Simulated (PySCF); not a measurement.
Predicted microwave data (PBE0-D3(BJ)/def2-SVP geometry optimisation, gas phase in PySCF) for one isomer of C3H3NO:

| Property | Result |
| --- | --- |
| Rotational constants | A = 18631, B = 3543, C = 3039 MHz |
| Dipole components | \|μa\| = 0.52 D, \|μb\| = 0.05 D, \|μc\| = 0.00 D |
| Inertial defect | -3.47 u·Å² |
| κ | -0.94 |

Task: Which structure is it? (One computed conformer of each.)
A. `[O:1]=[CH:2][C:3]1=[N:4][CH2:5]1` with O1–C2–C3–N4 179°
B. `[CH2:1]=[CH:2][N:3]=[C:4]=[O:5]` with C1–C2–N3–C4 0°
C. `[N:1]#[C:2][CH2:3][CH:4]=[O:5]` with C2–C3–C4–O5 -161°

Result: A. It is O=CC1=NC1, a near-prolate asymmetric top, point group Cs. The candidates at the same level (rigid rotor, commonest isotopes):

```
   SMILES  A (MHz)  B (MHz)  C (MHz)  μa (D)  μb (D)  μc (D)  Δ (u·Å²)  point group                        rotor
 C=CN=C=O    25240     2817     2534    2.15    0.09    0.00      0.00           Cs  near-prolate asymmetric top
O=CC1=NC1    18631     3543     3039    0.52    0.05    0.00     -3.47           Cs  near-prolate asymmetric top
  N#CCC=O    29047     2537     2388    1.13    1.26    0.73     -4.92           C1  near-prolate asymmetric top
```

`C=CN=C=O` has A 35 % too high; `N#CCC=O` has A 56 % too high. In the right answer the mirror of this Cs structure is the ab plane, so μc vanishes by symmetry (the 0.03 D computed is a residue). No structure here is proved a minimum.
